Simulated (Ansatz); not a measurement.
α-quartz (SiO2) was calculated with r²SCAN (Ansatz, a first-principles code, PAW).

Numerical settings: plane-wave cutoff 600 eV, 6×6×4 k mesh (along the axes of the cell as run), scalar-relativistic PAW data made under PBE.

Computed at the level's own relaxed cell.

Estimate the Young modulus, Voigt–Reuss–Hill bulk modulus, elastic constant C44, elastic constant C11, elastic constant C12, elastic constant C13, elastic constant C33 and elastic constant C66 that the calculation returns.


- Young modulus = 95.5 GPa
- Voigt–Reuss–Hill bulk modulus = 37.9 GPa
- elastic constant C44 = 59.2 GPa
- elastic constant C11 = 86.1 GPa
- elastic constant C12 = 8.52 GPa
- elastic constant C13 = 12.0 GPa
- elastic constant C33 = 106 GPa
- elastic constant C66 = 38.8 GPa

Measured, for comparison: elastic constant C44 58.3 GPa, elastic constant C11 86.8 GPa, elastic constant C12 6.99 GPa, elastic constant C13 11.8 GPa, elastic constant C33 105 GPa, elastic constant C66 39.9 GPa (298 K, no zero-point or thermal correction, C14's sign depends on the axes; as tabulated in Xie et al. (2023), arXiv:2212.00284). Computed (rounded) less measured: elastic constant C44 +2 %, elastic constant C11 -0.8 %, elastic constant C12 +22 %, elastic constant C13 +2 %, elastic constant C33 +1.0 %, elastic constant C66 -3 %. A static lattice is as a rule a little smaller and stiffer than an uncorrected measurement, which narrows the difference in the elastic constant C44, elastic constant C13 and would widen misses of the other sign.

Elastic constants are with the ions relaxed.

Cost on a shared machine: roughly 30 core-minutes.
